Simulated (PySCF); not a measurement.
acetamide (C2H5NO), SMILES CC(N)=O.

Geometry optimised at PBE-D3(BJ)/def2-SVP. A frequency run showed that this geometry is not a minimum. One conformer was computed; it need not be the lowest.

The numbers are results of SMD-PBE0/def2-SVP in PySCF, not measurements.

Solvation free energies are E(SMD) − E(gas) at the gas-phase geometry, for 1 M in both phases. In vacuum the dipole moment is 3.89 D.

| solvent | ΔG(solv) (kcal/mol) | its non-electrostatic (CDS) part | dipole (D) |
|---|---|---|---|
| water | -8.6 | 3.6 | 5.35 |
| dichloromethane | -7.2 | 0.1 | 4.73 |
| acetone | -8.0 | -0.4 | 4.78 |
